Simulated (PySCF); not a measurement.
CCl₄, SMILES ClC(Cl)(Cl)Cl (connectivity only; charge and spin as stated), charge +1, multiplicity 2.

The structure is a stationary point at B3LYP-D3(BJ)/def2-SVP. The multiplicity is an assumed one; other spin states were not compared.

Method: B3LYP-D3(BJ)/def2-SVP in PySCF.

Frequencies are harmonic and unscaled.

Modes within 1.5 cm⁻¹ of each other (mostly degenerate sets) share a row, with their intensities summed.

| mode | ν (cm⁻¹) | IR (km/mol) | moving atoms (share of kinetic energy) |
|---|---|---|---|
| 1–3 | 159 | 146.9 | Cl 100 % |
| 4 | 191 | 0.0 | Cl 100 % |
| 5 | 299 | 0.1 | Cl 93 % |
| 6 | 461 | 0.0 | Cl 100 % |
| 7–8 | 590 | 89.0 | C 66 %, Cl 34 % |
| 9 | 687 | 2.8 | C 85 %, Cl 15 % |
